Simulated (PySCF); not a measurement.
**How close is B3LYP for cyclooctatetraene radical anion?**

What was measured: a(1H H9 (×8)) -3.21 G [1]; a(13C C1 (×8)) 1.28 G [1]. Sources and the comparison follow the method.

Compound: cyclooctatetraene radical anion, C8H8 (charge -1 and doublet state).
Z-matrix (Å and degrees, PBE0-D3(BJ)/def2-SVP geometry), rows numbered from 1:
```
C 
C   1  1.3775
C   2  1.4385  1  134.98
C   3  1.3774  2  135.06  1     0.07
C   4  1.4385  3  134.96  2    -0.04
C   5  1.3775  4  134.99  3     0.06
C   6  1.4385  5  135.01  4    -0.08
C   7  1.3774  6  135.04  5    -0.02
H   1  1.0990  2  113.02  3   179.99
H   2  1.0990  1  113.03  3  -179.99
H   3  1.0990  2  111.94  1  -179.97
H   4  1.0990  3  113.05  2   179.99
H   5  1.0990  4  111.98  3  -179.98
H   6  1.0990  5  113.02  4   179.98
H   7  1.0990  6  111.95  5  -179.93
H   8  1.0990  1  111.99  2   179.99
```

The hyperfine couplings belong to this conformer and change with its torsions.

The species is cyclooctatetraene radical anion, `C1=C\C=C/C=C\C=C/1` [SMILES of the parent framework; charge -1 and doublet state].

Level of theory: UKS B3LYP, IGLO-III on C, pcH-1 on H, non-relativistic, mean-field spin-orbit, GIAO in PySCF. Whether the extra electron is bound in the gas phase wasn't checked; a finite basis holds it in any case. The geometry's basis has no diffuse functions, a weakness for an anion. The SCF solution wasn't tested for stability. No frequencies were computed at this geometry's level, so the symmetric structure isn't shown to be a minimum.

| nucleus | computed a_iso (MHz) | published | in MHz | difference of magnitudes (MHz) | source |
| --- | --- | --- | --- | --- | --- |
| 1H H9 (×8) | -9.4 | -3.21 G | -9.0 | +0.4 | [1] |
| 13C C1 (×8) | 2.1 | 1.28 G | 3.6 | -1.5 | [1] |

Values published in field units are turned into MHz with the computed g_iso.

Sources: [1] measured, solution or matrix (EPR); Pople, Beveridge, Approximate Molecular Orbital Theory, McGraw-Hill 1970 (compilation of measured values).

The measured numbers hold vibrational averaging and, outside the gas phase, effects of the matrix or solvent; the computed ones belong to one rigid, isolated geometry and carry the errors of functional and basis. An EPR spectrum gives magnitudes, so published signs often rest on theory.

The largest Mulliken spin populations are on C7 (+0.14), C1 (+0.14), C3 (+0.14) and C5 (+0.14).

⟨S²⟩ = 0.7532 against the exact 0.7500, so spin contamination is small.
